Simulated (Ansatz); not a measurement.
# C2H3NO2: the cost of one run

Computed with Ansatz 0.2.0, Gaussian basis. Level: the settings change from run to run.

### Step 1. The molecule

An earlier PBE0-D4 in a triple-zeta def2 set relaxation fixed the geometry.

SMILES `O=C=NCO`, 8 atoms, charge 0, spin multiplicity 1.

Atoms are counted from 1 here; the program's logs count them from 0.

Bond lengths: O1–C2 1.164 Å, C2–N3 1.203 Å, N3–C4 1.440 Å, C4–O5 1.393 Å, C4–H6 1.092 Å, C4–H7 1.093 Å, O5–H8 0.962 Å. Angles: O1–C2–N3 173.7°, C2–N3–C4 134.2°, N3–C4–O5 113.6°, N3–C4–H6 109.3°, N3–C4–H7 106.9°, O5–C4–H6 106.3°, O5–C4–H7 112.0°, H6–C4–H7 108.7°, C4–O5–H8 108.8°.

### Step 2. rPW86-PBE/6-31++G**

Set apart from the defaults: high accuracy.

in.yaml

```yaml
crystal:
  periodic: [false, false, false]
  atoms:
    - {symbol: O, position_ang: [-0.468767, -1.505286, 2.302047]}
    - {symbol: C, position_ang: [-0.112681, -1.131676, 1.258792]}
    - {symbol: N, position_ang: [0.258984, -0.872390, 0.144749]}
    - {symbol: C, position_ang: [0.447107, 0.350669, -0.591468]}
    - {symbol: O, position_ang: [-0.592765, 1.263897, -0.431931]}
    - {symbol: H, position_ang: [1.351310, 0.850000, -0.237279]}
    - {symbol: H, position_ang: [0.588788, 0.071444, -1.639166]}
    - {symbol: H, position_ang: [-1.379674, 0.916143, -0.861643]}
basis:
  gaussian: {orbitals: "6-31++G**"}
hamiltonian: {xc: {name: rPW86-PBE}}
accuracy: high
```

Run with:

```sh
$ ansatz run in.yaml --threads 2 --pin off --events-out ev --progress --plain --max-ram 4352MiB
```

Q: Estimate wall time and peak memory on 2 threads of Arm Neoverse V1, shared host.

About 10 s, with a peak of 0.43 GiB.
